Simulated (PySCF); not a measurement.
**Ionisation energy of Cl by level of theory**

Cl [Ne] 3s2 3p5 (2P) → Cl⁺ [Ne] 3s2 3p4 (3P), as a difference of total energies. Computed with PySCF 2.14 in cc-pV(T+d)Z (5s4p3d1f, 39 functions), with the non-relativistic Hamiltonian (point nucleus). Correlated levels: valence: [Ne] frozen. The calculations carry no spin-orbit coupling.

```
           method  ionisation energy (eV)
              UHF                  11.773
           M06-2X                  12.989
              PBE                  12.963
    MP2 (valence)                  12.714
SCS-MP2 (valence)                  12.712
   CCSD (valence)                  12.674
CCSD(T) (valence)                  12.712
```

**Question.** How much does correlation contribute at CCSD(T) (valence)?

**Answer.** 12.712 − (11.773) = 0.939 eV, measured against UHF.

Errors of the correlated levels include the incompleteness of this basis and the frozen core.

For comparison: 12.974 eV (measured; NIST levels, between the centres of gravity of the two terms).
